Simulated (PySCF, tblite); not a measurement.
# C₄H₅NO: a rotation path, then NMR shifts and spin-spin couplings on frames, part 3 of 3

tblite 0.8.0 and PySCF 2.14.0. Atoms count from 0. The steps go on from the part before.

## Step 12: Spin-spin couplings: image 8, B3LYP/pcJ-1

Job settings and geometry (Å):

```
{"job": {"kind": "j", "xc": "B3LYP", "basis": "pcJ-1"}, "charge": 0, "multiplicity": 1}
C      2.309600     0.761100     0.277100
C      1.412800    -0.033300     0.209300
C      0.452200    -1.115800     0.150300
O      0.782600    -2.276400     0.285400
N     -0.829500    -0.742200    -0.064900
C     -1.329800     0.594600    -0.242400
H      3.073500     1.480300     0.332100
H     -1.497200    -1.499300    -0.108300
H     -0.500300     1.296300    -0.174100
H     -2.063800     0.836600     0.530500
H     -1.804800     0.700900    -1.221000
```

Level: B3LYP/pcJ-1 indirect spin-spin coupling, non-relativistic, gas phase.

The log of the run:

```text
coarse grid: 9592 points
cycle   1  E = -285.1333123663  dE =  9.799e-01  |g| = 9.253e-01  |ddm| = 2.972e+00
cycle   2  E = -284.3052788245  dE =  8.280e-01  |g| = 2.186e+00  |ddm| = 3.102e+00
cycle   3  E = -285.2787571354  dE = -9.735e-01  |g| = 3.002e-01  |ddm| = 2.518e+00
cycle   4  E = -285.2970312724  dE = -1.827e-02  |g| = 1.269e-01  |ddm| = 3.015e-01
cycle   5  E = -285.2996078456  dE = -2.577e-03  |g| = 5.752e-02  |ddm| = 9.457e-02
cycle   6  E = -285.3002970068  dE = -6.892e-04  |g| = 1.936e-02  |ddm| = 4.570e-02
cycle   7  E = -285.3003797505  dE = -8.274e-05  |g| = 6.784e-03  |ddm| = 1.386e-02
cycle   8  E = -285.3003895030  dE = -9.753e-06  |g| = 1.421e-03  |ddm| = 4.652e-03
final grid: 93896 points
cycle   9  E = -285.3583336476  dE = -1.091e-04  |g| = 7.745e-03  |ddm| = 2.376e-02
cycle  10  E = -285.3582960024  dE =  3.765e-05  |g| = 1.560e-02  |ddm| = 1.650e-02
cycle  11  E = -285.3583442907  dE = -4.829e-05  |g| = 2.253e-03  |ddm| = 1.310e-02
cycle  12  E = -285.3583452416  dE = -9.509e-07  |g| = 5.024e-04  |ddm| = 1.883e-03
cycle  13  E = -285.3583452931  dE = -5.145e-08  |g| = 1.255e-04  |ddm| = 3.617e-04
cycle  14  E = -285.3583452964  dE = -3.301e-09  |g| = 4.656e-05  |ddm| = 1.128e-04
cycle  15  E = -285.3583452967  dE = -3.614e-10  |g| = 2.091e-05  |ddm| = 3.953e-05
converged SCF energy = -285.3583452967

Indirect spin-spin couplings (Hz)
  i      j    bonds     total        FC       PSO       DSO        SD
  0 C    1 C    1    194.886   187.045     7.728     0.113         -
  0 C    2 C    2     16.196    15.570     0.721    -0.095         -
  0 C    3 O    3     -1.875    -0.867    -1.062     0.054         -
  0 C    4 N    3     -2.351    -2.028    -0.162     0.033    -0.194
  0 C    5 C    4      0.751     0.731     0.052    -0.032         -
  0 C    6 H    1    266.774   267.939    -1.570     0.406         -
  0 C    7 H    4      2.015     2.002     0.533    -0.521         -
  0 C    8 H    5      0.246     0.586    -0.526     0.186         -
  1 C    2 C    1    112.794   114.610    -2.150     0.333         -
  1 C    3 O    2     -4.386    -4.421     0.007     0.028         -
  1 C    4 N    2    -15.317   -15.327    -0.058    -0.010     0.078
  1 C    5 C    3      0.335     0.360    -0.063     0.039         -
  1 C    6 H    2     50.398    45.619     5.953    -1.175         -
  1 C    7 H    3      8.952     8.941     0.619    -0.608         -
  1 C    8 H    4     -0.348    -0.580    -0.362     0.595         -
  1 C    9 H    4     -0.427    -0.458     0.192    -0.162         -
  1 C   10 H    4     -0.429    -0.459     0.192    -0.162         -
  2 C    3 O    1     26.849    14.446    12.508    -0.105         -
  2 C    4 N    1    -23.141   -26.545     3.585    -0.133    -0.047
  2 C    5 C    2      2.171     2.472    -0.269    -0.032         -
  2 C    6 H    3      4.373     4.335     0.433    -0.395         -
  2 C    7 H    2      2.079     3.308    -0.869    -0.359         -
  2 C    8 H    3      7.037     7.251    -0.384     0.169         -
  2 C    9 H    3      3.393     3.447     0.268    -0.322         -
  2 C   10 H    3      3.333     3.386     0.267    -0.320         -
  3 O    4 N    2      1.157     2.771    -3.073    -0.018     1.477
  3 O    5 C    3      0.916     0.528     0.319     0.068         -
  3 O    6 H    4      0.574     0.623    -0.245     0.196         -
  3 O    7 H    3      1.597    -0.207     1.750     0.054         -
  3 O    8 H    4      0.601     0.150     0.223     0.228         -
  3 O    9 H    4     -0.714    -0.828    -0.102     0.216         -
  3 O   10 H    4     -0.715    -0.829    -0.102     0.216         -
  4 N    5 C    1    -12.696   -11.964     0.014    -0.088    -0.658
  4 N    7 H    1    -94.524   -91.580    -2.230    -0.428    -0.285
  4 N    8 H    2      1.482     1.706    -0.221     0.042    -0.045
  4 N    9 H    2      0.195     0.286    -0.161     0.068     0.003
  4 N   10 H    2      0.231     0.321    -0.161     0.068     0.003
  5 C    6 H    5     -0.643    -0.618     0.163    -0.189         -
  5 C    7 H    2      4.254     4.189     0.623    -0.558         -
  5 C    8 H    1    140.684   139.425     0.512     0.747         -
  5 C    9 H    1    143.063   141.706     0.683     0.675         -
  5 C   10 H    1    143.020   141.662     0.683     0.675         -
  6 H    9 H    6     -0.167    -0.069     0.784    -0.881         -
  6 H   10 H    6     -0.167    -0.069     0.782    -0.880         -
  7 H    8 H    3     14.412    14.458     3.661    -3.707         -
  7 H    9 H    3      1.906     2.059     0.927    -1.081         -
  7 H   10 H    3      1.966     2.120     0.914    -1.068         -
  8 H    9 H    2    -14.666   -14.699     2.553    -2.520         -
  8 H   10 H    2    -14.667   -14.700     2.553    -2.520         -
  9 H   10 H    2    -11.406   -11.462     2.756    -2.700         -
```

Wall time 42 s (1 thread of Arm Neoverse N1, shared host); peak memory 0.84 GiB.

This run: J(C0,H6) 266.8 Hz, J(C0,C1) 194.9 Hz, J(C5,H8) 142.3 Hz (means over like pairs).

## Step 13: Side by side: NMR shifts

Shifts (ppm) of some atoms, chosen among heavy atoms and hydrogens apart, with basis size and wall time:

| frame | C2 | C0 | C5 | H7 | H8 | O3 | N4 | functions | time |
| --- | --- | --- | --- | --- | --- | --- | --- | --- | --- |
| image 0 | 153.4 | 79.4 | 25.9 | 4.93 | 4.48 | 415.9 | 131.4 | 127 | 16 s |
| image 2 | 157.7 | 85.3 | 31.2 | 4.40 | 3.60 | 456.9 | 125.8 | 127 | 15 s |
| image 4 | 178.1 | 88.9 | 34.0 | 1.52 | 2.40 | 626.5 | 81.4 | 127 | 15 s |
| image 6 | 158.9 | 87.9 | 29.9 | 4.16 | 3.29 | 474.0 | 118.9 | 127 | 16 s |
| image 8 | 155.8 | 87.3 | 31.4 | 4.41 | 4.05 | 437.3 | 126.3 | 127 | 15 s |

## Step 14: Run by run: spin-spin couplings

Couplings (Hz), each a mean over the pairs like the one named, with basis size and wall time:

| frame | C0–H6 | C0–C1 | C5–H8 | C1–C2 | N4–H7 | C1–H6 | C2–O3 | functions | time |
| --- | --- | --- | --- | --- | --- | --- | --- | --- | --- |
| image 0 | 267.0 | 194.6 | 143.4 | 113.1 | -96.6 | 50.4 | 26.4 | 212 | 41 s |
| image 2 | 265.0 | 188.3 | 143.3 | 111.0 | -95.9 | 48.0 | 26.4 | 212 | 43 s |
| image 4 | 268.7 | 196.6 | 142.2 | 120.8 | -70.7 | 50.2 | 31.2 | 212 | 42 s |
| image 6 | 266.4 | 193.2 | 142.5 | 112.2 | -91.3 | 49.5 | 27.7 | 212 | 42 s |
| image 8 | 266.8 | 194.9 | 142.3 | 112.8 | -94.5 | 50.4 | 26.8 | 212 | 42 s |

## Step 15: Summary of results

What follows sums up all 3 parts.

```
                                            quantity                                value
                                             barrier  0.861 eV (19.9 kcal/mol) at image 4
                               end to end (GFN2-xTB)                             0.006 eV
     13C shifts against TMS (PBE0/pcSseg-1, image 0)          153.4, 82.3, 79.4, 25.9 ppm
      1H shifts against TMS (PBE0/pcSseg-1, image 0)     4.93, 4.48, 2.48, 2.48, 2.08 ppm
     17O shifts against H2O (PBE0/pcSseg-1, image 0)                            415.9 ppm
     15N shifts against NH3 (PBE0/pcSseg-1, image 0)                            131.4 ppm
largest coupling of the table (B3LYP/pcJ-1, image 0)              1J(C,H) C0–H6, 267.0 Hz
                            range of the shift of O3                   415.9 to 626.5 ppm
             range of J(C0,H6), mean over like pairs                    265.0 to 268.7 Hz
```

**Reading.** Along the band the dihedral turns by 180°, and the top (dihedral -116°) lies 19.9 kcal/mol above the start (GFN2-xTB, rough), so at room temperature this motion is slow enough to broaden or split NMR signals. Ends this close can change order at a higher level. The top was not checked by a frequency run. Shifts at one fixed geometry are not the observed spectrum, which averages over the motion. In the first frame run (image 0): The largest span, 759 ppm, is at O3, where the paramagnetic term is -481 ppm. In the run at B3LYP/pcJ-1, the largest coupling of the table is C0–H6, 267.0 Hz, of which the Fermi-contact term gives 268.1 Hz. Across the 5 runs the shift of O3 moves most, between 415.9 (image 0) and 626.5 ppm (image 4). The coupling C0–H6, as a mean over pairs of its kind, runs from 265.0 Hz (image 2) to 268.7 Hz (image 4).
